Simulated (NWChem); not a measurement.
## Total energies of nitric oxide (NO)

```
N
O 1 1.1424
```
Charge 0, spin multiplicity 2.

Everything below was run with NWChem. All single points use one geometry, from UPBE0/def2-SVP, a minimum by its harmonic frequencies.

Basis set: 6-311G** (36 functions).

```tsv
method	total energy (Ha)
UHF	-129.28160
UMP2	-129.61905
UB2PLYP	-129.82741
UPBE	-129.79491
UB3LYP	-129.92663
UBHandHLYP	-129.85809
```

Total energies of different functionals aren't comparable as a measure of quality: only differences taken within one method are. 

The correlated methods keep 2 core orbitals frozen. B3LYP has NWChem's definition, with VWN1-RPA local correlation. The Pople sets run with spherical d functions. The unpaired electrons of the parent sit in orbitals of symmetry b2 (C2v labels of the run); other states weren't searched. The stability of the SCF solutions was not checked. Open-shell Hartree-Fock references start from PBE0 orbitals.
